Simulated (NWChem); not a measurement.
Molecule: SiH$_{4}$; SMILES [SiH4]

```xyz
5

Si     0.0000     0.0000     0.0000
H     -0.8618     0.8618     0.8618
H      0.8618    -0.8618     0.8618
H      0.8618     0.8618    -0.8618
H     -0.8618    -0.8618    -0.8618
```
Atoms are numbered in this order, from 1.

Level: PBE0/def2-SVP (NWChem); excitation at 532 nm, off resonance, unscaled harmonic frequencies. Structure relaxed at the PBE0/def2-SVP level.

Task: Give the Raman lines with relative activities.

Result: 
```
wavenumber (cm⁻¹)  relative intensity
-----------------  ------------------
903                               8.7
969                                34
2241                              100
2252                               92
```
